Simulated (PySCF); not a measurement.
Gas-phase reaction: CH₃SiH + CH₃SiH₃ = SiH₄ + (CH₃)₂Si

Energies from PySCF, thermal terms from the rigid-rotor harmonic-oscillator model, ideal gas at 1 bar. † marks an energy on the PBE0/def2-TZVP geometry and frequencies; other levels use their own. MP2 freezes the core. 6-31G* has spherical d functions here. All species are closed-shell singlets. No R ln 2 is added for the mirror-image form of (CH₃)₂Si. CH₃SiH, (CH₃)₂Si: computed as isolated molecules; such fragments, hydroxides, amides, oligomers or adducts are transient or little studied in the gas. MP2 isn't extrapolated to the basis-set limit; its ΔH°(298 K) is -5.2 kJ in def2-SVP and -6.9 kJ in def2-TZVPP. The harmonic model lacks anharmonicity and excited electronic states, which grow with temperature; levels with a mode under 35 cm⁻¹ are left out. Internal rotation in CH₃SiH, CH₃SiH₃, (CH₃)₂Si is treated as a harmonic vibration of one conformer, which makes the entropy rough.

```csv
level,"ΔE electronic, kJ","ΔH°(298 K), kJ","ΔS°(298 K), J/K","ΔG°(1800 K), kJ"
BLYP/def2-TZVP†,-5,-5,-15,20
HF/6-31G*,1,1,-6,10
MP2/def2-SVP†,-5,-5,-15,20
MP2/def2-TZVPP†,-7,-7,-15,18
PBE/def2-SVP,-6,-6,-16,21
PBE0/def2-TZVP,-4,-5,-15,21
LDA/def2-TZVP†,-9,-10,-15,16
ωB97M-V/def2-TZVP†,-5,-5,-15,20
```
ΔH° is lowest at LDA/def2-TZVP† and highest at HF/6-31G*. No reference value is set beside these.
